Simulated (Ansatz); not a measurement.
Single points on B(CO)H3 (CH3BO).

```yaml
crystal:
  periodic: [false, false, false]
  atoms:
    - {symbol: B, position_ang: [-0.011265, 0.002286, -0.532075]}
    - {symbol: C, position_ang: [0.013277, 0.006073, 0.972075]}
    - {symbol: O, position_ang: [0.039568, -0.001786, 2.115214]}
    - {symbol: H, position_ang: [1.159442, 0.003378, -0.863954]}
    - {symbol: H, position_ang: [-0.606124, 1.011610, -0.856624]}
    - {symbol: H, position_ang: [-0.594898, -1.021551, -0.834637]}
basis:
  gaussian: {orbitals: def2-TZVP, initial_orbitals: start.molden}
hamiltonian: {xc: r2scan, dispersion: d4}
scf: {omitted_lower_state_checks: [starts]}
output: {forces: true, orbitals: {seedname: orbitals}}
```

The file start.molden holds the orbitals of an earlier run on this structure, at another level or in another basis.

```sh
$ ansatz run in.yaml --threads 2 --pin off --events-out ev --progress --plain --max-ram 4352MiB
```

It prints (some lines left out):

```
Functional definition: r2SCAN
  name "r2SCAN"
  cite "Furness, Kaplan, Ning, Perdew & Sun, J. Phys. Chem. Lett. 11, 8208 (2020) doi:10.1021/acs.jpclett.0c02405"
  cite "Furness, Kaplan, Ning, Perdew & Sun, J. Phys. Chem. Lett. 11, 9248 (2020) doi:10.1021/acs.jpclett.0c03077"
  parent r2scan
  parameter k0 = 0.174
  parameter k1 = 0.065
  parameter a1 = 4.9479
  exchange = r2scan_x(k0 = k0, k1 = k1, a1 = a1)
  correlation = r2scan_c
these checks for a lower state are left out or cut short: starts
632 factors; their error is unknown
mean field evaluation 1: about -3808.0576 eV, gradient 3.8e0 eV
mean field evaluation 2: about -3808.0848 eV, gradient 2.8e-2 eV
mean field evaluation 4: about -3808.0819 eV, gradient 4.8e-5 eV
mean field -3808.08189159 eV, -139.9444283052 hartree, gradient 7.0e-6 eV, S^2 0.000000; 0 other end points of the search recorded, 0 dependent functions left out
the calculation of the forces begins
reference -3808.08190191 eV, -139.9444286845 hartree; 11, 11 occupied and 100, 100 virtual orbitals, 632 factors
Total energy: -3808.09677952 eV, -139.9449754266 hartree
Atom 0 at    -0.011265     0.002286    -0.532075 Å, force    -0.002048    -0.001004    -0.155165 eV/Å
Atom 1 at     0.013277     0.006073     0.972075 Å, force     0.038656    -0.026953     1.078676 eV/Å
Atom 2 at     0.039568    -0.001786     2.115214 Å, force    -0.035594     0.021375    -1.126160 eV/Å
Atom 3 at     1.159442     0.003378    -0.863954 Å, force    -0.146779     0.000898     0.066565 eV/Å
Atom 4 at    -0.606124     1.011610    -0.856624 Å, force     0.073114    -0.123311     0.072459 eV/Å
Atom 5 at    -0.594898    -1.021551    -0.834637 Å, force     0.072651     0.128996     0.063625 eV/Å
Dipole moment:     0.003200     0.001538     0.237071 e Å
Checks for a lower state left out: starts
```

It took 1.7 s on 2 threads of AMD EPYC 7R43 on a shared host.

The first input with `hamiltonian: {xc: {name: B2PLYP}}` and without the key `output` (abridged; 1.4 s):

```
Functional definition: B2PLYP
mean field -3802.63569432 eV, -139.7442842472 hartree, gradient 1.1e-6 eV, S^2 0.000000
3 core orbitals not correlated: weight in the atoms' cores, before any rotation towards them, 1.000 or more for the frozen orbitals, at most 0.000 for the correlated occupied ones
second order -16.65240147 eV of doubles, -0.00000000 eV of singles
Total energy: -3807.13197624 eV, -139.9095195601 hartree
Checks for a lower state left out: starts
```

As the first input, with `hamiltonian: {xc: pbe}`, `correlation: {method: rpa}` and without the key `output` (abridged; 1.4 s):

```
Functional definition: PBE
mean field -3805.56108546 eV, -139.8517903888 hartree, gradient 1.3e-6 eV, S^2 0.000000
3 core orbitals not correlated: weight in the atoms' cores, before any rotation towards them, 1.000 or more for the frozen orbitals, at most 0.000 for the correlated occupied ones
Total energy: -3808.51290544 eV, -139.9602677722 hartree
Checks for a lower state left out: starts
```

As the first input, with `gaussian: {orbitals: "def2-QZVPP.json", initial_orbitals: start.molden}`, `correlation: {method: mp2}`, `output: {orbitals: {seedname: orbitals}}` and without the key `hamiltonian` (abridged; 6 s):

```
Functional definition: HF
mean field -3787.82501410 eV, -139.2000017882 hartree, gradient 2.0e-6 eV, S^2 0.000000
3 core orbitals not correlated: weight in the atoms' cores, before any rotation towards them, 1.000 or more for the frozen orbitals, at most 0.000 for the correlated occupied ones
second order -14.56065871 eV of doubles, -0.00000000 eV of singles
Total energy: -3802.38567281 eV, -139.7350961263 hartree
Checks for a lower state left out: starts
```

As the first input, with `hamiltonian: {xc: {name: LC-wPBE, parameters: {omega: 0.3/bohr}}}`, `output: {orbitals: {seedname: orbitals}}` (abridged; 0.95 s):

```
Functional definition: LC-wPBE
mean field -3807.18320947 eV, -139.9114023467 hartree, gradient 1.1e-5 eV, S^2 0.000000
Total energy: -3807.18320948 eV, -139.9114023471 hartree
Checks for a lower state left out: starts
```

First input, but with `hamiltonian: {xc: {name: B3LYP}, dispersion: d4}`, `output: {orbitals: {seedname: orbitals}}` (abridged; 0.85 s):

```
Functional definition: B3LYP
mean field -3810.45400845 eV, -140.0316019920 hartree, gradient 5.2e-5 eV, S^2 0.000000
Total energy: -3810.55598234 eV, -140.0353494633 hartree
Checks for a lower state left out: starts
```

First input, but with `hamiltonian: {xc: hse06, dispersion: d4}`, `output: {orbitals: {seedname: orbitals}}` (abridged; 1 s):

```
Functional definition: HSE06
mean field -3805.39630079 eV, -139.8457346638 hartree, gradient 5.2e-5 eV, S^2 0.000000
Total energy: -3805.44405393 eV, -139.8474895592 hartree
Checks for a lower state left out: starts
```

Geometry: PBE-D4/def2-TZVP.

B3LYP takes the VWN-RPA correlation. HSE06 is defined as in plane-wave codes, on full-range PBE exchange. Correlated methods freeze 3 core orbitals.
